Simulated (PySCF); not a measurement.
Structure with atom numbers: `[F:1][CH2:2][CH:3]([F:4])[F:5]` (H(Xn): hydrogen on atom n).

Calculated, not measured (PySCF): coordinates at the PBE0-D3(BJ)/def2-SVP level, shielding tensors at PBE0/pcSseg-1 (GIAO), couplings computed with B3LYP/pcJ-1. One computed conformer, non-relativistic Hamiltonian, averaged over atoms made equivalent by symmetry, fast rotation or ring inversion, no solvent model.

Referencing at the same level of theory: TMS for ¹H.

The spectrum was simulated from the full spin Hamiltonian at 700 MHz with 1.2 Hz Lorentzian lines, from shifts rounded to 0.01 ppm and J to 0.1 Hz, couplings under 1 Hz left out.

(1) List the maxima of its ¹H spectrum with integrals.

(2) Summarise it as multiplets with assignments.

## Answers

(1) 
Maxima in ppm (height), grouped by integral:
1H: 5.999 (13), 5.993 (33), 5.987 (33), 5.981 (13), 5.909 (26), 5.903 (66), 5.897 (66), 5.891 (26), 5.819 (13), 5.813 (33), 5.807 (33), 5.801 (13)
1H: 4.420 (50), 4.414 (50), 4.401 (100), 4.395 (99), 4.382 (51), 4.376 (50)
1H: 4.344 (50), 4.338 (50), 4.325 (100), 4.319 (99), 4.306 (50), 4.300 (50)

(2) ¹H NMR (700 MHz, computed): δ 5.90 (tdt, J = 62.9, 4.6, 4.1 Hz, 1H, H(C3)), 4.36 (dtd, J = 53.5, 13.4, 4.1 Hz, 2H, H(C2)). These are first-order names; overlap and second-order distortion can hide them in the list.

Splittings below 1 Hz are ignored in the labels, and close J values are merged. Unscaled 3J(H,H) at this level run about 10 % above measured values. Across freely rotating sp3–sp3 bonds, 3J(H,H) is taken as (2 J gauche + J anti)/3 from the one conformer, which assumes equal rotamer populations. Only one conformer was computed, so three-bond couplings in flexible chains and rings are approximate.
